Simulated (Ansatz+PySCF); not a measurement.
A calculation with PySCF 2.14.0.

```python
from pyscf import gto, scf, cc

mol = gto.M(atom="""
Li 0.000000 0.000000 0.000000
H 1.249390 0.000000 1.048360
H -1.249390 0.000000 1.048360
""", basis='6-31g', charge=0, spin=1)
mf = scf.UHF(mol)
mf.kernel()
mycc = cc.CCSD(mf, frozen=None).run()
et = mycc.ccsd_t()
print(mf.e_tot, mycc.e_corr, et, mycc.e_tot + et)
```

The script is written out from the run's settings.

The run gave:

| Property | Result |
| --- | --- |
| Converged | yes |
| Reference energy | -8.47192 hartree |
| CCSD correlation energy | -0.02730 hartree |
| Triples correction | -0.00017 hartree |
| Total energy | -8.49939 hartree |
| Spin squared of the determinant | 0.841 |
